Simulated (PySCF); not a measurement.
# AlO−: from the state search to spectroscopic constants

One table from this session's results is given with a row withheld; the runs are named, their logs left out.

Computed with PySCF 2.14.0. Level: Al aug-cc-pV(D+d)Z, O aug-cc-pVDZ, no relativity.

2 further runs of the same task are left out: 2 set aside as unsound or not needed.

The first run:

Settings of the job:

```yaml
atoms: Al, O
charge: -1
basis: Al aug-cc-pV(D+d)Z, O aug-cc-pVDZ
Hamiltonian: no relativity
basis_functions: 55
electrons_treated: 22
masses_in_u: 26.9815, 15.9949
levels: PBE0, PBE, r²SCAN, B3LYP, revPBE, B2PLYP, CAM-B3LYP, MP2, SCS-MP2, CCSD, CCSD(T)
grid: 80 radial by 434 angular points
occupations: held fixed by the projection of orbital angular momentum
dissociation_limit: Al + O−, each in its ground configuration
starting_distance_in_angstrom: 1.895
values_of_2S_to_try: 0, 2
```

Launch:

```
$ OMP_NUM_THREADS=1 python dia.py task.json out
```

Among the steps run: The job; PBE0 along the bond; PBE; r²SCAN; B3LYP (global hybrid GGA); revPBE (GGA); B2PLYP; CAM-B3LYP (range-separated hybrid); Correlated methods on the Hartree–Fock reference.

One of the session's tables, all rows but one given; the rest of the session is left out.

Energy (eV) from each level's lowest point:

| R (Å) | RHF-MP2 | RHF-SCS-MP2 | RHF-CCSD | RHF-CCSD(T) | PBE |
| --- | --- | --- | --- | --- | --- |
| 1.418 | 1.657 | 1.620 | n/a | n/a | 1.527 |
| 1.484 | 0.804 | 0.774 | 0.687 | 0.747 | 0.718 |
| 1.550 | 0.306 | 0.284 | 0.229 | 0.267 | 0.256 |
| 1.599 | 0.103 | 0.089 | 0.059 | 0.079 | 0.075 |
| 1.649 | ? | ? | ? | ? | ? |
| 1.698 | 0.000 | 0.000 | 0.026 | 0.006 | 0.007 |
| 1.764 | 0.083 | 0.094 | 0.160 | 0.110 | 0.109 |
| 1.847 | 0.295 | 0.319 | 0.438 | 0.348 | 0.341 |
| 1.946 | 0.646 | 0.686 | 0.871 | 0.728 | 0.711 |
| 2.078 | 1.198 | 1.259 | n/a | n/a | 1.279 |

Q: Estimate the row for R (Å) = 1.649 from the others.

Worked estimate for «RHF-MP2». A straight line through the neighbours (1.599, 0.103) and (1.698, 0.000) gives 0.103 + (0.000 − 0.103) × (1.649 − 1.599) / (1.698 − 1.599) = 0.051; a parabola fitted to 4 rows on both sides gives 0.011.

**Answer.** RHF-MP2: 0.010; RHF-SCS-MP2: 0.002; RHF-CCSD: 0.000; RHF-CCSD(T): 0.000; PBE: 0.000. In «RHF-MP2» the line misses by +0.041 and the parabola by +0.001.

Caveats from the session: Lowest PBE0 solution found, without spin–orbit coupling: ¹Σ⁺ (singlet), closed shell. Warnings in the runs' records: inverted.
